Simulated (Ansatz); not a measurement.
**Relaxing SrW₃**

Computed with DFT PBE, scalar-relativistic, plane waves, PAW (Ansatz). Cutoff 420 eV, Γ-centred k mesh, Gaussian smearing, no spin polarisation in the final step.

SrW₃ was placed on the TiAl3 (D0_22) structure type (I4/mmm, No. 139), with Sr in place of Ti, W in place of Al, at a guessed volume.

```yaml
crystal:
  lattice:
    - [-2.08486, 2.08486, 4.65708]
    - [2.08486, -2.08486, 4.65708]
    - [2.08486, 2.08486, -4.65708]
  atoms:
    - { symbol: Sr, position: [0.00000, 0.00000, 0.00000] }
    - { symbol: W, position: [0.50000, 0.50000, 0.00000] }
    - { symbol: W, position: [0.25000, 0.75000, 0.50000] }
    - { symbol: W, position: [0.75000, 0.25000, 0.50000] }
```

Cell and atoms relax at zero pressure; the relaxation can't lower the symmetry of the start. After a coarse first stage the cell is made exact in the group found at 0.06 Å.

Formation energies are uncorrected and refer to the elements' standard structures at the same level.

(1) Describe the relaxed structure.

(2) What are its volume, energy, density and gap?

Results:

(1) It keeps I4/mmm (No. 139). The result has the TiAl3 (D0_22) structure. Conventional cell: a = 4.001 Å, c = 9.516 Å. Sr has 4 W at 2.83 Å and 8 W at 3.11 Å; W on Wyckoff site b (1 atom of the primitive cell) has 4 Sr at 2.83 Å and 8 W at 3.11 Å; W on Wyckoff site d (2 atoms of the primitive cell) has 4 W at 2.83 Å, 4 Sr at 3.11 Å and 4 W at 3.11 Å.

Space group I4/mmm (No. 139). a = 4.001 Å, b = 4.001 Å, c = 9.516 Å, α = 90.00°, β = 90.00°, γ = 90.00°
| atom | site | symmetry | x | y | z |
| --- | --- | --- | --- | --- | --- |
| Sr | 2a | 4/mmm | 0.0000 | 0.0000 | 0.0000 |
| W | 2b | 4/mmm | 0.5000 | 0.5000 | 0.0000 |
| W | 4d | -4m2 | 0.5000 | 0.0000 | 0.2500 |

(2) The volume per atom is 19.04 Å³. The density is 13.94 g/cm³. The energy over the elements is 1.62 eV/atom and the gap on the 16×16×16 mesh is 0 eV (a metal).

The final run used a 16×16×16 mesh on its 4-atom cell and 0.10 eV smearing. The k mesh leaves about 4 meV/atom of noise in metals. Spin–orbit coupling is left out. A structure relaxed within its symmetry needn't be a true minimum.

Cost: 3 runs of about 4.1 core-minutes in all, on Arm Neoverse V2 (shared hosts).